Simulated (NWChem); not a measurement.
# ethylene (C₂H₄)

```
C
C 1 1.3406
H 1 1.1026 2 121.77
H 1 1.1026 3 116.47 2 180.00
H 2 1.1026 1 121.77 3 180.00
H 2 1.1026 5 116.47 1 180.00
```
Charge 0, spin multiplicity 1.

The numbers come from NWChem runs, not from measurements. The geometry was optimised at PBE/def2-SVP, a minimum by its harmonic frequencies.

The stability of the SCF solutions was not checked.

Worked example. At M06-2X/def2-TZVP the parent has a total energy of -78.57058 Ha and the doublet with one electron less, at the same geometry, -78.18746 Ha. The vertical ionisation energy is their difference.

ΔE = -78.18746 − (-78.57058) = 0.38312 Ha. Times 27.2114 eV/Ha this is 10.43 eV, or 1006 kJ/mol; λ = 1239.84/10.43 = 118.9 nm. No relaxation of the ion's geometry and no zero-point term enter.
